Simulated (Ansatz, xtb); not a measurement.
**Two conformers of CH2O**

We compare X, `[CH]O`, a singlet, with Y, `[CH]O`, a singlet. Both are isolated molecules in the gas phase, relaxed with PBE-D3(BJ)/def2-SVP.

X (Å):

```xyz
4

C    -0.3822   -0.4638    0.5900
O     0.7848    0.1182    0.6899
H     1.5702   -0.4823    0.8087
H    -0.2039   -1.5922    0.6686
```

Y (Å):

```xyz
4

C     0.6582    1.1092    0.2065
O     0.2459    0.7236   -0.9829
H     0.6299    1.3412   -1.6451
H     0.1615    0.3367    0.8804
```

Energies in hartree; the thermal terms are from PBE-D3(BJ)/def2-SVP harmonic frequencies (ideal gas, rigid rotor, one conformer each, 298.15 K, 1 atm) and include the zero-point energy:

```
                                X           Y
E, CCSD(T)/def2-TZVPP  −114.246883  −114.255041
    zero-point energy     0.024605     0.025850
         H(298 K) − E     0.028456     0.029688
         G(298 K) − E     0.002848     0.004109
```

Problem. Work out ΔE, ΔE₀, ΔH and ΔG for X → Y in kJ/mol (1 Eh = 2625.50 kJ/mol) and the equilibrium ratio [Y]/[X].

Solution. 1. ΔE = −114.255041 − (−114.246883) = −0.008158 Eh = −21.42 kJ/mol.
2. ΔE₀ = ΔE + ΔZPE = −0.008158 + (+0.001245) Eh = −18.15 kJ/mol.
3. ΔH = ΔE + (+0.001232) Eh = −18.18 kJ/mol.
4. ΔG = ΔE + (+0.001261) Eh = −18.11 kJ/mol, so ΔS = (ΔH − ΔG)/T = −0.3 J/(mol K).
5. kT = 0.9442 mEh, so K = [Y]/[X] = exp(−ΔG/kT) = exp(+7.30) ≈ 1.5 × 10^3.

Structure Y is favoured at this temperature. An error of 4 kJ/mol in ΔG would change K by a factor of 5. Mirror images and further conformers aren't counted.

Other levels gave ΔE = −22.2 (PBE-D3(BJ)/def2-SVP); −22.8 (HF/def2-TZVPP); −22.7 (MP2/def2-TZVPP) kJ/mol. The correlated steps freeze 2 core orbitals. Programs: Ansatz 0.2.0.
